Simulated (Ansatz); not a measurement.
Relativity in Yb

```yaml
crystal:
  lattice:
    - [0.00000, 2.61128, 2.61128]
    - [2.61128, 0.00000, 2.61128]
    - [2.61128, 2.61128, 0.00000]
  atoms:
    - { symbol: Yb, position: [0.00000, 0.00000, 0.00000] }
```

The cell was built from the fcc type and relaxed in the same program, and has space group Fm-3m; it needn't be a known or the stable phase.

Semilocal functionals without a Hubbard term describe localised f shells poorly; where the shell is localised, the real material differs.

One fixed cell is solved with PBE by full-potential LAPW in Ansatz 0.2.0 under different relativistic treatments. Pressure is positive in compression.

The runs use a Γ-centred 13×13×13 k mesh, Fermi–Dirac smearing of 0.05 eV, basis error target 0.25 meV/atom, no spin polarisation.

Gaps under 0.4 eV may close at points that the mesh misses.

Question: One of the runs gave P (GPa) = 6.38, gap over the k mesh and a high-symmetry path (eV) = none, lowest level at Γ above −25 eV, from the valence-band top or, without a gap, the Fermi level (eV) = -20.94. Which setting was it?
A. with spin–orbit coupling
B. scalar-relativistic
C. non-relativistic

Answer: C. The full set:
```csv
setting,P (GPa),gap over the k mesh and a high-symmetry path (eV),"lowest level at Γ above −25 eV, from the valence-band top or, without a gap, the Fermi level (eV)"
scalar-relativistic,0.03,none,-23.84
non-relativistic,6.38,none,-20.94
with spin–orbit coupling,-0.71,0.06,-22.30
```
